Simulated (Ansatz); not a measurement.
**What a trial cell of Rb₃Y relaxes into**

All numbers below come from DFT PBE, scalar-relativistic, plane waves, PAW (Ansatz). Cutoff 420 eV, Γ-centred k mesh, Gaussian smearing, no spin polarisation in the final step.

The start puts Rb₃Y on the Ni3Sn (D0_19) structure type (P6_3/mmc, No. 194), with Y in place of Sn, Rb in place of Ni, at a guessed volume.

```xyz
8
Lattice="7.5903 0.0000 0.0000 -3.7952 6.5734 0.0000 0.0000 0.0000 6.0924" Properties=species:S:1:pos:R:3 pbc="T T T"
Rb    3.7952    4.3779    1.5231
Rb   -1.8938    5.4756    4.5693
Rb    1.9014    1.0978    1.5231
Rb    0.0000    2.1955    4.5693
Rb    5.6889    1.0978    1.5231
Rb    1.8938    5.4756    4.5693
Y     0.0000    4.3823    1.5231
Y     3.7952    2.1911    4.5693
```

Steps on the 3×3×4 mesh (8 atoms). 6 of 6 steps are shown, and the free energy counts from the last. Trial steps that were taken back and renewals of the plane-wave basis can be among the rows.

| step | ΔF (meV/atom) | V (Å³/atom) | P (GPa) | largest force component (eV/Å) |
| --- | --- | --- | --- | --- |
| 1 | 464.6 | 38.00 | 7.74 | 0.017 |
| 2 | 256.3 | 43.31 | 4.92 | 0.059 |
| 3 | 115.4 | 49.25 | 2.78 | 0.036 |
| 4 | 35.3 | 55.64 | 1.31 | 0.028 |
| 5 | 1.9 | 62.54 | 0.30 | 0.001 |
| 6 | 0.0 | 62.54 | 0.35 | 0.001 |

Steps on the 6×6×6 mesh (8 atoms). 4 of 5 steps are shown, and the free energy counts from the last.

```json
{"step": "1", "ΔF (meV/atom)": "4.0", "V (Å³/atom)": "62.54", "P (GPa)": "0.36", "largest force component (eV/Å)": "0.001"}
{"step": "2", "ΔF (meV/atom)": "2.4", "V (Å³/atom)": "63.35", "P (GPa)": "0.27", "largest force component (eV/Å)": "0.002"}
{"step": "3", "ΔF (meV/atom)": "0.0", "V (Å³/atom)": "66.13", "P (GPa)": "0.02", "largest force component (eV/Å)": "0.010"}
{"step": "5", "ΔF (meV/atom)": "0.0", "V (Å³/atom)": "66.36", "P (GPa)": "0.00", "largest force component (eV/Å)": "0.008"}
```

A final relaxation ran on a 6×6×6 mesh. The relaxed crystal, P6_3/mmc (No. 194):

```cif
data_structure
_symmetry_space_group_name_H-M 'P6_3/mmc'
_symmetry_Int_Tables_number 194
_cell_length_a 9.0824
_cell_length_b 9.0824
_cell_length_c 7.4312
_cell_angle_alpha 90.000
_cell_angle_beta 90.000
_cell_angle_gamma 120.000
_cell_volume 530.87
loop_
_atom_site_label
_atom_site_type_symbol
_atom_site_symmetry_multiplicity
_atom_site_Wyckoff_symbol
_atom_site_fract_x
_atom_site_fract_y
_atom_site_fract_z
_atom_site_occupancy
Rb1 Rb 6 h 0.82701 0.65401 0.25000 1
Y1 Y 2 c 0.33333 0.66667 0.25000 1
```

| Item | Value |
| --- | --- |
| Volume per atom | 66.36 Å³ |
| Density | 2.16 g/cm³ |
| Energy over the elements | 0.61 eV/atom |
| Gap on the 6×6×6 mesh | 0 eV (a metal) |

Energies over the elements count from the elements' standard structures at the same level, with no empirical corrections.

The final run used a 6×6×6 mesh on its 8-atom cell and 0.10 eV smearing. For metals, differences of a few meV/atom aren't resolved.

A structure relaxed within its symmetry needn't be a true minimum.

Cost: 4 runs of about 11 core-minutes in all, on Intel Xeon Platinum 8259CL (Skylake/Cascade Lake) (shared hosts).